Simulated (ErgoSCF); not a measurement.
# H2O2 (hydrogen peroxide): UBHandH/STO-6G

Aim: the energy change on altering one bond length of H2O2 (hydrogen peroxide) at UBHandH/STO-6G, from 2 runs. 

The results are computed with ErgoSCF 3.8.

6 further runs of the same task are left out: 1 that didn't finish, 5 set aside as unsound or not needed.

## Step 1: The molecule

The species is H2O2 (4 atoms), meant as a singlet with charge 0. As SMILES, `OO`. The shape is that of a PBE0-D4/def2-TZVP optimisation.

Bond lengths: O1–O2 1.426 Å, O1–H3 0.965 Å, O2–H4 0.965 Å. Angles: O1–O2–H4 101.1°, O2–O1–H3 101.1°.

## Step 2: A single-point energy at UBHandH/STO-6G

run.inp

```
# single point, H2O2
set_nthreads(1)
molecule_inline Angstrom
O     -0.486800    -0.581100     0.030600
O      0.048300     0.728400     0.206900
H      0.186400    -1.117000     0.467400
H      0.252100     0.969800    -0.704900
EOF
scf.starting_guess_disturbance = 0.1
tmpdir = "."
basis = "STO-6G"
scf.output_mulliken_pop = 1
XC.type = "GC2"
scf.max_number_of_iterations = 80
scf.force_unrestricted = 1
scf.use_diagonalization = 1
run "BHandH"
```

The run is started by

```console
$ ergo run.inp
```

What it wrote:

```text
[...]
INDF Weighted mixed functional:
[...]
INSC Energy   1 =       -127.52119013172
[...]
INDE E_LUMO =          0.30713907374
[...]
INSC Energy  13 =       -149.98259204850  ( diff     -0.000000000007248 )
[...]
RESC CONVERGED after  13 iterations.
RESC FINAL ENERGY:       -149.98259204850
RESC FINAL <S2> =          0.00000000001
[...]
INSC SCF: dipole_moment_x [atomic units] =       0.53719329
INSC SCF: dipole_moment_y [atomic units] =      -0.18037045
INSC SCF: dipole_moment_z [atomic units] =      -0.29093478
[...]
```

Run time: 3.6 s. Hardware: 1 thread of Arm Neoverse N1, shared host.

## Step 3: The distorted shape

run.inp

```
# single point, H2O2
set_nthreads("env")
XC.type = "GC2"
scf.starting_guess_disturbance = 0.1
basis = "STO-6G"
scf.output_mulliken_pop = 1
spin_polarization = 0
scf.force_unrestricted = 1
scf.max_number_of_iterations = 80
tmpdir = "."
scf.use_diagonalization = 1
molecule_inline Angstrom
O     -0.460054    -0.515647     0.039412
O      0.048300     0.728400     0.206900
H      0.213146    -1.051547     0.476212
H      0.252100     0.969800    -0.704900
EOF
run "BHandH"
```

The run is started by

```console
$ ergo run.inp
```

What it wrote:

```text
[...]
INDF Weighted mixed functional:
[...]
INSC Energy   1 =       -127.62063749197
[...]
INDE E_LUMO =          0.37069901738
[...]
INSC Energy  12 =       -149.97964546991  ( diff     -0.000000000004917 )
[...]
RESC CONVERGED after  12 iterations.
RESC FINAL ENERGY:       -149.97964546991
RESC FINAL <S2> =          0.00000000000
[...]
INSC SCF: dipole_moment_x [atomic units] =       0.53812127
INSC SCF: dipole_moment_y [atomic units] =      -0.18068188
INSC SCF: dipole_moment_z [atomic units] =      -0.29143738
[...]
```

Wall time 3.3 s (1 thread of Arm Neoverse N1, shared host).

## Step 4: Outcome

Level: UBHandH/STO-6G.

| quantity | value |
| --- | --- |
| first shape: total energy | -149.98259 Eh |
| first shape: dipole moment | 1.62 D |
| distorted shape: total energy | -149.97965 Eh |
| distorted shape: dipole moment | 1.62 D |
| energy change with the O1–O2 bond shortened from 1.426 to 1.354 Å | 0.080 eV |

**Reading.** With the O1–O2 bond shortened from 1.426 to 1.354 Å the energy rises by 0.08 eV (7.7 kJ/mol). The first shape isn't relaxed at this level, so the change isn't measured from a minimum. The minimal basis adds a large error of its own.
